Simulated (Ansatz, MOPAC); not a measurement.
System: C₄H₉, charge 0, multiplicity 2. SMILES: C[CH]CC

Atoms: C1, C2, C3, C4, H5, H6, H7, H8, H9, H10, H11, H12, H13. Bonds: C1-C2, C1-H5, C1-H7, C1-H8, C2-C3, C2-H11, C3-C4, C3-H12, C3-H13, C4-H6, C4-H9, C4-H10.

Bond lengths (Å) and angles (degrees) optimised at MNDO with MOPAC; HF/STO-3G with Ansatz (an electronic-structure program); HF/6-31G* with Ansatz, each started from the B3LYP-D3(BJ)/def2-TZVP structure (Ansatz) of the last column. A row stands for all coordinates that are equal there; 11 of 30 kinds are shown. 6-31G* holds six Cartesian d functions. No wavenumbers were computed at MNDO, HF/STO-3G, so these may be saddle points.

```csv
coordinate,MNDO,HF/STO-3G,HF/6-31G*,B3LYP-D3(BJ)/def2-TZVP
C1-C2,1.483,1.520,1.500,1.485
C1-H5,1.110,1.086,1.085,1.091
C1-H7,1.112,1.090,1.092,1.102
C1-H8,1.110,1.087,1.087,1.096
C2-C3,1.492,1.524,1.502,1.487
C2-H11,1.089,1.085,1.079,1.084
C3-C4,1.533,1.543,1.529,1.528
C3-H12,1.115,1.089,1.089,1.098
C1-C2-C3,124.9,120.0,120.6,121.1
C2-C3-C4,114.0,112.6,113.3,113.9
C2-C1-H5,111.1,110.8,111.5,112.1
```

Mean signed difference of all 12 bond lengths from B3LYP-D3(BJ)/def2-TZVP: MNDO 0.012 Å, HF/STO-3G 0.002 Å, HF/6-31G* -0.003 Å.
